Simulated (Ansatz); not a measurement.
In6S7 (P2₁/m, No. 11)

These are r²SCAN+rVV10 (plane waves, PAW; Ansatz, a quantum-chemistry and plane-wave program) values and carry that method's errors.

Run with plane-wave cutoff 560 eV, 4×10×2 k mesh (along the axes of the cell as run), Fermi–Dirac smearing 0.01 eV, scalar-relativistic PAW data made under PBE.

Cell (relaxed at this level):

```cif
data_In12S14
_chemical_formula_sum 'S14 In12'
_space_group_name_H-M_alt 'P 1'
_space_group_IT_number 1
_cell_length_a 9.10839
_cell_length_b 3.88610
_cell_length_c 17.19181
_cell_angle_alpha 90.000
_cell_angle_beta 101.802
_cell_angle_gamma 90.000
loop_
_space_group_symop_operation_xyz
  'x, y, z'
loop_
_atom_site_label
_atom_site_type_symbol
_atom_site_fract_x
_atom_site_fract_y
_atom_site_fract_z
_atom_site_occupancy
S1 S 0.83552 0.75000 0.00579 1
S2 S 0.16448 0.25000 0.99421 1
S3 S 0.16870 0.75000 0.53196 1
S4 S 0.83130 0.25000 0.46804 1
S5 S 0.44412 0.75000 0.90935 1
S6 S 0.55588 0.25000 0.09065 1
S7 S 0.46306 0.75000 0.40940 1
S8 S 0.53694 0.25000 0.59060 1
In1 In 0.35458 0.75000 0.04658 1
In2 In 0.64542 0.25000 0.95342 1
In3 In 0.67350 0.75000 0.53129 1
In4 In 0.32650 0.25000 0.46871 1
In5 In 0.18500 0.75000 0.81041 1
In6 In 0.81500 0.25000 0.18959 1
In7 In 0.53541 0.75000 0.72510 1
In8 In 0.46459 0.25000 0.27490 1
S9 S 0.75559 0.75000 0.27365 1
S10 S 0.24441 0.25000 0.72635 1
S11 S 0.24367 0.75000 0.17537 1
S12 S 0.75633 0.25000 0.82463 1
S13 S 0.88328 0.75000 0.65457 1
S14 S 0.11672 0.25000 0.34543 1
In9 In 0.93555 0.75000 0.87841 1
In10 In 0.06445 0.25000 0.12159 1
In11 In 0.97680 0.75000 0.39527 1
In12 In 0.02320 0.25000 0.60473 1
```

```json
{
  "band_gap": "0.32 eV (on the SCF k mesh)",
  "direct gap at Γ": "0.86 eV"
}
```

Measured, for comparison: band gap 0.75 eV (temperature not stated, no zero-point or thermal correction, from temperature-dependent dark current, crystal; as tabulated in Qasrawi and Gasanly (2006), doi:10.1088/0953-8984/18/19/014).

Note: the relaxation could not lower the start's symmetry, so the cell can be a saddle point above a distorted one.

Spin–orbit coupling is not included.

Static lattice: no zero-point or thermal effects.

The result took very roughly 70 core-minutes.
